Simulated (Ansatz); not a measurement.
Stepwise reaction of `[F][Mg][F]` with hydrogen, as a gas-phase model of exchange steps in deposition or etching. ΔE in kJ/mol; ΔG adds harmonic PBE0-D4 terms to CCSD(T)/CBS, at 1 bar.

Isolated molecules relaxed with PBE0-D4/def2-TZVP in Ansatz; ΔE leaves out vibrations. CCSD(T)/CBS adds triple-zeta CCSD(T) − MP2 to the extrapolated MP2 energy (def2 sets, frozen cores). This one scheme is used for every species. DFT in def2-TZVPP. B3LYP here is the variant with VWN-RPA as its local correlation; programs differ in this. For Mg outer-core shells are correlated without core-valence functions, which leaves a few kJ/mol of doubt a bond.

```
step                              reaction  PBE-D4  B3LYP-D4  ωB97M-V  CCSD(T)/CBS  ΔG(600 K)
   1  `[F][Mg][F]` + H₂ → `[F][MgH]` + H–F   147.0     152.4    148.0        152.9      143.8
   2      `[F][MgH]` + H₂ → `[MgH2]` + H–F   161.2     166.0    162.9        167.6      166.6
```

By hand: ΔE of the 2 steps together at CCSD(T)/CBS.

(152.9) + (167.6) = 320.5 kJ/mol, or 160.2 kJ/mol a step.

In ΔE each step is higher than the one before. All are uphill at CCSD(T)/CBS. ΔG lies between 143.8 and 166.6 kJ/mol a step. PBE-D4 differs from CCSD(T)/CBS by -6.4 to -5.9 kJ/mol a step. Isolated molecules leave out the surface, adducts and barriers. Largest T1 diagnostic: 0.012.
